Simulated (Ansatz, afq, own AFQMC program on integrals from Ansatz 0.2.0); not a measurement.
# NHCl, quartet: AFQMC among the cluster methods

```xyz
3

Cl    0.0000    0.0000   -1.4093
H     0.0000    0.0000    0.1847
N     0.0000    0.0000    1.2247
```

Connectivity, by distances: Cl ··· N, 1 bridging H.

Basis cc-pVTZ. Only valence electrons are correlated. Integrals, coupled cluster, full CI and functionals: Ansatz 0.2.0; the random walks run on the same integrals in our own AFQMC program. The CISD trial takes its coefficients from CCSD amplitudes. Released means that phaseless walkers are propagated on without the constraint, phases kept. Error bars are statistical, one sigma.

Determinant: UHF, the one that the program's search chose, which needn't be the lowest solution. The geometry is a point of a scan.

No full CI on the walks' own integrals is used here; CCSDT(Q) serves as the reference and is uncertain by about the last step of the cluster series.

Cautions: lower spins were not checked.

* T1 diagnostic: 0.0193
* weight of the determinant in the CISD state: 0.874
* ⟨S²⟩ of the determinant: 3.795
* size of the correlated space: 13 electrons in 72 orbitals

```csv
level,correlation energy (eV)
MP2,-8.5617
CCSD,-9.6230
CCSD(T),-9.9668
```

(1) Estimate where AFQMC with the constraint released lies against CCSD(T) on the same integrals.

(1) 1.79 ± 0.30 mEh below CCSD(T).

Reference: CCSDT(Q), correlation energy -10.019 eV. The released energy is read at 2.40 1/Eh (meV from the phaseless value at times in 1/Eh: -8 ± 5 at 0.24, -14 ± 5 at 0.51, -18 ± 6 at 0.99, -29 ± 8 at 1.62, -19 ± 8 at 2.40).

```tsv
level	E − E(reference) (mEh)	share of correlation (%)
CCSD(T)	1.90	99.48
CCSDT	0.57	99.84
ph-AFQMC/CISD	0.82 ± 0.16	99.78
released AFQMC	0.12 ± 0.30	99.97
```

A walk keeps the symmetry of its determinant, which the program's search chose and which needn't be the lowest solution, so a lower state of the same spin and another symmetry isn't excluded. Released energies are given only where the last usable release times agree within the noise; a slower fall can still hide under it.
